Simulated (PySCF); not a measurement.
Allyl fluoride, C3H5F.
Structure used (PBE0-D3(BJ)/def2-SVP), in Å, numbered top down from 1:
```
atom  x, y, z in Å
C1     1.1978    0.6689    0.2391
C2     0.3494   -0.0740   -0.4683
C3    -1.0039   -0.4840    0.0046
F4    -1.2775   -0.0066    1.2562
H5     0.9274    1.0264    1.2357
H6     2.1804    0.9395   -0.1540
H7     0.6209   -0.4363   -1.4673
H8    -1.7801   -0.1155   -0.6927
H9    -1.0817   -1.5877    0.0210
```

Lines to be assigned: C 1s: 290.45 (area 1), 290.92 (area 1), 293.40 (area 1) eV; F 1s: 692.69 eV.

Method: delta-SCF UKS SCAN, pcX-2 on the ionised atom, pcseg-1 elsewhere, spin-free X2C in PySCF 2.14.0. The structure is a single PBE0-D3(BJ)/def2-SVP conformer in the gas phase; no vibrational or solvent corrections.

Problem. Assign the C 1s lines to atoms.

Solution. 290.45 eV: C1 (terminal =CH2 carbon); 290.92 eV: C2 (alkene CH carbon); 293.40 eV: C3 (sp3 C–F carbon). The listed C 1s values span 2.95 eV, from C1 (bonded to C (double bond) and 2 H) to C3 (bonded to F, C and 2 H). Summing the Pauling electronegativity differences to the bonded atoms, each weighted by its formal bond order, gives -0.70 for the lowest site and +0.73 for the highest; no listed site has a larger sum than the highest.

Bonded neighbours of each site: C1: C (double bond) and 2 H; C2: C (double bond), C and H; C3: F, C and 2 H; F4: C.

Problem. What is the C 1s shift of C3 against C2?

Solution. 293.40 − 290.92 = +2.48 eV, or +239 kJ/mol.
